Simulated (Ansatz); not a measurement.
## How far a parabola holds: energy against volume of bcc V

System: bcc V. Method: r²SCAN (Ansatz, a quantum-chemistry and plane-wave program, plane waves, PAW). Settings: plane-wave cutoff 560 eV, 26×26×26 k mesh, Fermi–Dirac smearing 0.05 eV, no spin polarisation, scalar-relativistic PAW data made under PBE. The cell has no free parameter but its volume, all volumes share cutoff and mesh, and the runs aren't spin-polarised. Energies are free energies at the run's smearing, counted from the lowest row; static lattice.

| V (Å³/atom) | E (meV/atom) |
|---|---|
| 12.470 | ? |
| 12.736 | 13.61 |
| 13.001 | 3.28 |
| 13.266 | 0.00 |
| 13.532 | 3.14 |
| 13.797 | 12.11 |

Taking a parabola for E over the 5 complete rows: With u = V - 13.3, the rows have u = -0.5640, -0.2990, -0.0340, 0.2320, 0.4970. Least squares gives E = 0.004 + 1.880·u + 45.719·u². Residuals (row less fit): 0.123, -0.249, 0.007, 0.239, -0.121; standard error 0.273 (degrees of freedom: 2). The fitted curve has its minimum at V = 13.3, where E = -0.02. Its curvature is d²E/dV² = 2 × 45.719 meV/Å⁶, so B = V0·d²E/dV² × 0.1602 = 195 GPa.

**Question.** Estimate the missing E (V = 12.470); what did the run itself give?

**Answer.** u = -0.8300, so E = 0.004 + 1.880 × (-0.8300) + 45.719 × (-0.8300)² = 29.939 meV/atom. The calculation gives 31.70 meV/atom, 1.761 meV/atom above the prediction (5.6 % of the range of E in the table). The row lies outside the fitted rows, so this is an extrapolation. From the scatter of the fitted rows alone, a prediction at this place has a standard error of 0.648 meV/atom, so the miss is 2.7 times that.

The residuals are curvature that a parabola lacks, not noise. A solid that stiffens under compression and softens on expansion lies above the parabola at the compressed end and under it at the expanded end, as this row does. A third-order Birch-Murnaghan fit to the whole scan has B0 = 194 GPa. Only scans are tabulated whose curvature falls smoothly with volume, and where the parabola meets the shown rows within 5 % of their range and misses the end by 0.1 meV or more.

Measured, for comparison: bulk modulus 161 GPa (corrected for temperature and zero-point phonon effects, sources range from 159 to 166; as tabulated in Levämäki et al. (2014), arXiv:1402.3671). Computed less measured: bulk modulus +20 % (+17 % to +22 % over the range).
